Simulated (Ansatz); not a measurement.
This geometry of H₂O₄S (7 atoms, charge 0, multiplicity 1) is a first-order saddle point.

Computed with Ansatz, RKS PBE0/def2-SVP.

```xyz
7
Properties=species:S:1:pos:R:3
O 0.381 -1.633 0.869
S 0.040 -0.400 0.235
O -1.169 -0.307 -0.702
O -0.430 0.803 1.060
O 1.336 0.038 -0.585
H -1.325 0.621 0.165
H 1.167 0.878 -1.041
```

Problem. Which two structures does it join? (They come from a converged band through this point; their orientation in space is the band's.)

Solution. Bonds broken: O4–H6. Bonds formed: O3–H6.

Image 0:

```xyz
7
Properties=species:S:1:pos:R:3
O 0.387 -1.606 0.867
S -0.027 -0.480 0.090
O -0.954 -0.543 -1.021
O -0.583 0.612 1.128
O 1.313 0.233 -0.440
H -1.254 1.146 0.675
H 1.117 0.638 -1.299
```

Image 8:

```xyz
7
Properties=species:S:1:pos:R:3
O 0.247 -1.665 0.757
S 0.114 -0.299 0.353
O -1.205 -0.141 -0.565
O 0.111 0.812 1.280
O 1.236 -0.066 -0.761
H -1.796 0.477 -0.108
H 1.293 0.883 -0.956
```

Problem. How far does it lie above each of them?

Solution. 31.9 kcal/mol above the first and 31.9 kcal/mol above the second. This is the barrier of this one path; another mechanism may lie lower. The orbitals stay closed-shell, which can raise the energy where a bond breaks towards radicals; this wasn't checked here.

The run took 2.2 min on 2 threads of Arm Neoverse V2, on a shared host, peak memory 0.16 GiB.
